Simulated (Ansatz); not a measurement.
Basis-set extrapolation for C2H4ClNO, SMILES `COC(=N)Cl` (PBE0-D4/def2-TZVP geometry, frozen core, Ansatz 0.2.0). Multiplicity 1, RHF reference.

```
                      def2-TZVPP   def2-QZVPP
                 HF  -666.947298  -666.969580
    MP2 correlation    -0.956483    -1.030342
CCSD(T) correlation    -1.031801      not run
```

Energies in hartree. Use E(X) = E(∞) + A·exp(−7.88·√X) for Hartree–Fock and E(X) = E(∞) + B·X^(−2.97) for correlation, with X = 3 and 4, and add CCSD(T) minus MP2 of the smaller set to the MP2 limit.

Problem. What is the CCSD(T) energy at the basis-set limit?

Solution. HF limit: -666.969580 + (-0.022282) × 0.13774 = -666.97265. MP2 limit: -1.030342 + (-0.073859) × 0.74074 = -1.08505. Higher-order term: -1.031801 − (-0.956483) = -0.07532. Total: -668.13302 hartree, 4.19 eV below CCSD(T)/def2-TZVPP.
